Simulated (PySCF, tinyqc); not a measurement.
Worked calculation: G0W0 on RHF in the sto-3g basis, for CH+, spin multiplicity 1. The lowest restricted solution is unstable here: a spin-polarised one lies 0.0094 hartree lower (PySCF). One step of it, computed by the program tinyqc.

Problem. G0W0 on Hartree-Fock: HOMO. W(p,q,m) = sqrt2 sum_ia (pq|ia) (X+Y)_ia,m; Sigma_c(x) = sum_(i,m) W^2/(x - e_i + w_m) + sum_(a,m) W^2/(x - e_a - w_m); solve x = e_p + Sigma_c(x) by Newton steps; Z = 1/(1 - dSigma/dx); 1 hartree = 27.211386 eV.

orbital energies (hartree): MO1 -11.687289, MO2 -1.201012, MO3 -0.835358, MO4 -0.274753, MO5 -0.274753, MO6 0.066812

Two-electron integrals over orbitals (pq|rs), unique and non-zero (hartree):
```
(11|11) 3.513274    (21|11) -0.317000   (21|21) 0.046149    (22|11) 0.769994
(22|21) -0.009140   (22|22) 0.591122    (31|11) 0.160025    (31|21) -0.019643
(31|22) 0.016502    (31|31) 0.023179    (32|11) -0.095343   (32|21) 0.008797
(32|22) 0.034780    (32|31) 0.012282    (32|32) 0.102978    (33|11) 0.747719
(33|21) -0.011955   (33|22) 0.519134    (33|31) -0.007215   (33|32) -0.052345
(33|33) 0.597833    (41|41) 0.021467    (42|41) 0.025394    (42|42) 0.105051
(43|41) -0.012666   (43|42) -0.041806   (43|43) 0.046988    (44|11) 0.852064
(44|21) -0.009831   (44|22) 0.571076    (44|31) 0.004718    (44|32) -0.051561
(44|33) 0.551711    (44|44) 0.672833    (51|51) 0.021467    (52|51) 0.025394
(52|52) 0.105051    (53|51) -0.012666   (53|52) -0.041806   (53|53) 0.046988
(54|54) 0.036269    (55|11) 0.852064    (55|21) -0.009831   (55|22) 0.571076
(55|31) 0.004718    (55|32) -0.051561   (55|33) 0.551711    (55|44) 0.600295
(55|55) 0.672833    (61|11) 0.126271    (61|21) -0.021684   (61|22) -0.005602
(61|31) -0.002811   (61|32) -0.016168   (61|33) 0.014981    (61|44) 0.003399
(61|55) 0.003399    (61|61) 0.020011    (62|11) -0.197274   (62|21) 0.003123
(62|22) -0.079639   (62|31) -0.013336   (62|32) 0.012088    (62|33) -0.023996
(62|44) -0.101359   (62|55) -0.101359   (62|61) 0.007949    (62|62) 0.093365
(63|11) -0.182410   (63|21) 0.004507    (63|22) -0.032170   (63|31) 0.003862
(63|32) 0.077178    (63|33) -0.081134   (63|44) -0.092421   (63|55) -0.092421
(63|61) -0.006638   (63|62) 0.065284    (63|63) 0.114225    (64|41) -0.009182
(64|42) -0.036714   (64|43) -0.001149   (64|64) 0.024489    (65|51) -0.009182
(65|52) -0.036714   (65|53) -0.001149   (65|65) 0.024489    (66|11) 0.636904
(66|21) -0.004405   (66|22) 0.546131    (66|31) 0.014512    (66|32) 0.090669
(66|33) 0.494508    (66|44) 0.471252    (66|55) 0.471252    (66|61) -0.008165
(66|62) 0.009581    (66|63) 0.062657    (66|66) 0.646305
```

excitation energies w (hartree): 0.634355  0.634355  1.069042  1.124032  1.124032  1.471040  11.455432  11.455432  11.794062

X + Y:
```
            1          2          3          4          5          6          7          8
1>4  0.000005   0.002604   0.000000  -0.000028  -0.008459   0.000000   0.998122   0.000000
1>5  0.002604  -0.000005   0.000000  -0.008459   0.000028   0.000000   0.000000   0.998122
1>6  0.000000   0.000000   0.002834   0.000000   0.000000  -0.001919   0.000000   0.000000
2>4  0.000303   0.170357   0.000000   0.002976   0.898698   0.000000   0.000723   0.000000
2>5  0.170357  -0.000303   0.000000   0.898698  -0.002976   0.000000   0.000000   0.000723
2>6  0.000000   0.000000  -0.310868   0.000000   0.000000   0.889733   0.000000   0.000000
3>4  0.001656   0.930684   0.000000  -0.000330  -0.099561   0.000000  -0.000217   0.000000
3>5  0.930684  -0.001656   0.000000  -0.099561   0.000330   0.000000   0.000000  -0.000217
3>6  0.000000   0.000000   0.880419   0.000000   0.000000   0.223551   0.000000   0.000000

             9
1>4   0.000000
1>5   0.000000
1>6   0.998304
2>4   0.000000
2>5   0.000000
2>6   0.000293
3>4   0.000000
3>5   0.000000
3>6  -0.000173
```

Give: The 12 largest terms at x = e_p; Newton steps; quasiparticle energy of the HOMO; Hartree-Fock value.

Solution.

The 12 largest terms at x = e_p (hartree; W for the signs of X + Y given):
```
q  m        W      term
3  3  -0.0904    0.0076
6  3   0.1135   -0.0065
6  6   0.1183   -0.0059
2  3   0.0907    0.0057
5  1   0.0517   -0.0022
4  2   0.0517   -0.0022
3  6  -0.0559    0.0021
5  4  -0.0596   -0.0021
4  5  -0.0596   -0.0021
2  6   0.0397    0.0009
2  9  -0.0228  4.29e-05
3  9   0.0212  3.80e-05
```

Newton steps (hartree):
```
step        x  Sigma_c(x)       Z
0     -0.8354     -0.0047  0.9755
1     -0.8400     -0.0046  0.9755
2     -0.8400     -0.0046  0.9755
```

quasiparticle energy of the HOMO = -22.8563 eV

Hartree-Fock value = -22.7312 eV
